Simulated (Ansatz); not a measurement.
# HS (doublet): from Hartree-Fock to the top rungs, cc-pV(D+d)Z

How much of the correlation energy of HS (doublet) does each wave-function method recover here?

The runs use Ansatz 0.2.0, Gaussian basis; cc-pV(D+d)Z, core rule «outside noble gas», up to 5 orbitals frozen.

Plan: UHF; CCSD(T) on ROHF; CCSD(T) on UHF; BCCD(T) on ROHF; CISD; CCSDT(Q) on ROHF; CCSDT(Q) on UHF; CISDTQ; CCSDTQ on ROHF; CCSDTQ on UHF; CASSCF and MRCISD+Q, 7 electrons in 5 orbitals; CASSCF and NEVPT2, 7 electrons in 5 orbitals; Full CI.

9 further runs of the same task are left out: 9 set aside as unsound or not needed.

## (1) The geometry

The geometry is an MP2(full)/6-31G* stationary point (not a proven minimum).

2 atoms, charge 0, spin multiplicity 2.

Atoms are counted from 1 here; the program's logs count them from 0.

Bond lengths: S1–H2 1.344 Å.

## (2) UHF

Contents of in.yaml:

```yaml
crystal:
  periodic: [false, false, false]
  atoms:
    - {symbol: S, position_ang: [0.000000, 0.000000, 0.000000]}
    - {symbol: H, position_ang: [0.000000, 0.000000, 1.344413]}
basis:
  gaussian: {orbitals: "cc-pV(D+d)Z.json"}
magnetization: {spin_polarized: true, initial_magnetization: 1}
hamiltonian: {xc: hf}
output: {orbitals: {seedname: orbitals}}
```

The run is started by

```sh
$ ansatz run in.yaml --threads 1 --pin off --events-out ev --progress --plain --max-ram 2880MiB --backend cpu
```

After this run come: CCSD(T) on ROHF; CCSD(T) on UHF; BCCD(T) on ROHF; CISD; CCSDT(Q) on ROHF; CCSDT(Q) on UHF; CISDTQ; CCSDTQ on ROHF; CCSDTQ on UHF; CASSCF and MRCISD+Q, 7 electrons in 5 orbitals; CASSCF and NEVPT2, 7 electrons in 5 orbitals; Full CI.

**Question.** What will the summary of the whole plan be? Wanted: FCI below the RHF energy; RMP2 from FCI; UMP2 from FCI; RCCSD from FCI; RCCSD(T) from FCI; UCCSD(T) from FCI; RCCSDT(Q) from FCI; UCCSDT(Q) from FCI; NEVPT2 valence from FCI.

**Answer**, as computed:

| quantity | value |
| --- | --- |
| FCI below the RHF energy | -3.9115 eV |
| RMP2 from FCI | +686.3 meV |
| UMP2 from FCI | +700.4 meV |
| RCCSD from FCI | +87.7 meV |
| RCCSD(T) from FCI | +17.5 meV |
| UCCSD(T) from FCI | +17.1 meV |
| RCCSDT(Q) from FCI | +0.5 meV |
| UCCSDT(Q) from FCI | +0.3 meV |
| NEVPT2 valence from FCI | +817.3 meV |
| MRCISD+Q valence from FCI | -18.1 meV |
| levels within 1 kcal/mol (43 meV) | RCCSD(T), UCCSD(T), BCCD(T), RCCSDT, UCCSDT, CISDTQ, RCCSDT(Q), UCCSDT(Q), RCCSDTQ, UCCSDTQ, MRCISD+Q valence |
| T1 diagnostic | 0.014 |
| effectively unpaired electrons | 1.03 |

What this shows: RCCSD(T) lands +17.5 meV from the yardstick (0.4 % of the correlation energy). MRCISD+Q valence falls below full CI: the +Q correction isn't variational, and the cores differ from full CI's. One determinant dominates. Of the multireference levels listed MRCISD+Q valence comes nearest in total energy (-18.1 meV), which doesn't show that its space is the better one. These misses are within one basis, not against nature; the frozen cores of restricted and unrestricted runs differ, which can shift their rows.
